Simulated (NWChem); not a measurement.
System: C₂H₃O, doublet; SMILES C[C]=O

Results from NWChem. Spin-unrestricted. Medium grid unless said otherwise, to which SCAN and Minnesota functionals are sensitive. In the optimisation the excess spin sits in a' (Cs, its own frame). All runs use the structure optimised with PBE-D3(BJ)/def2-SVP, spin-unrestricted. No stability test was run on the SCF state. Total energies of different functionals are on different scales.

```tsv
level	energy (Ha)	highest occupied level (eV)	lowest empty minus highest occupied level, either spin (eV)	dipole (D)	<S²>
B3LYP/def2-SVP	-153.0671	-5.42	3.70	2.45	0.752
PBE/def2-SVP	-152.8845	-4.09	1.61	2.32	0.751
MN15-L/def2-SVP	-152.8892	-4.47	2.19	2.56	0.753
PBE0/def2-SVP	-152.8893	-5.73	4.40	2.52	0.753
UHF/def2-SVP	-152.1788	…	…	…	…
OLYP/def2-SVP	-153.0220	-3.98	1.59	2.29	0.752
CAM-B3LYP/def2-SVP	-152.9930	-7.12	6.95	2.51	0.753
BHandHLYP/def2-SVP	-152.9749	-7.26	7.06	2.67	0.754
```

Problem. What belongs in the gaps?

Solution. 
- UHF/def2-SVP, highest occupied level (eV): -10.00
- UHF/def2-SVP, lowest empty minus highest occupied level, either spin (eV): 13.02
- UHF/def2-SVP, dipole (D): 3.00
- UHF/def2-SVP, <S²>: 0.764
